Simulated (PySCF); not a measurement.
Species: FH5Si2.
InChI=1S/FH5Si2/c1-3-2/h3H2,2H3

Theory: TDDFT CAM-B3LYP/def2-SVPD, vertical, gas phase, core orbitals frozen in the response in PySCF 2.14.0, density-fitted response routines. Isolated species at its PBE0-D3(BJ)/def2-SVP geometry, gas phase.

```
state  E (eV)  λ (nm)  ν̃ (cm⁻¹)       f  symmetry     main configurations (H = HOMO, L = LUMO)
   S1    6.54   189.5      52760   0.016        A′                                    H→L (96%)
   S2    7.56   164.1      60960   0.029        A″                                  H→L+3 (87%)
   S3    7.72   160.6      62280   0.017        A″                      H-1→L (81%), H-3→L (9%)
   S4    7.84   158.2      63220  0.0027        A′                     H→L+1 (80%), H→L+2 (15%)
   S5    8.15   152.2      65720   0.393        A′         H→L+2 (70%), H→L+4 (11%), H→L+1 (9%)
   S6    8.35   148.5      67350   0.061        A′                      H→L+4 (80%), H→L+1 (8%)
   S7    8.65   143.4      69740  0.0047        A″                   H-3→L (70%), H-2→L+3 (10%)
   S8    8.87   139.8      71520   0.022        A″                                  H→L+5 (85%)
   S9    8.87   139.8      71550   0.067        A′                   H-2→L (64%), H-1→L+3 (13%)
  S10    9.03   137.3      72850   0.011        A″  H-1→L+2 (32%), H-1→L+1 (31%), H-2→L+3 (22%)
```

Triplets, Tamm–Dancoff:

| state | E (eV) | λ (nm) | main configurations (H = HOMO, L = LUMO) |
| --- | --- | --- | --- |
| T1 | 5.79 | 214.2 | H→L (94%) |
| T2 | 6.56 | 189.0 | H→L+3 (93%) |
| T3 | 7.19 | 172.4 | H→L+2 (82%) |
| T4 | 7.24 | 171.3 | H-1→L (81%), H-3→L (11%) |

The lowest singlet comes at 190 nm (631 kJ/mol) in the vacuum ultraviolet; it is weak; its leading configuration is HOMO→LUMO (96%). The strongest level in the table is S5 at 8.15 eV (152 nm, f = 0.393). S8/S9 lie within about 0.01 eV of each other. Löwdin shares by element: HOMO silicon 64%, fluorine 9%, hydrogen 6% or more (atoms not listed hold the other 20%); LUMO silicon 61%, fluorine 10%, hydrogen 10% or more (atoms not listed hold the other 19%). Orbital energies (eV): HOMO-3 -11.68, HOMO-2 -11.50, HOMO-1 -11.04, HOMO -9.77, LUMO 0.37, LUMO+1 1.08, LUMO+2 1.23. The listed states span 2.49 eV, and the widest gap between neighbours is 1.02 eV (S1 to S2). The oscillator strengths of these states sum to 0.624; summed over the whole spectrum of an exact calculation they would give the number of electrons, 42 (Thomas–Reiche–Kuhn). The vertical ionisation energy (ΔSCF) is 10.74 eV, 1.70 eV above S10. Symmetry labels in Cs follow from the direction of the transition dipole and are given only for states with f of 0.002 or more. Singlets were solved by full linear response, triplets in the Tamm–Dancoff approximation.
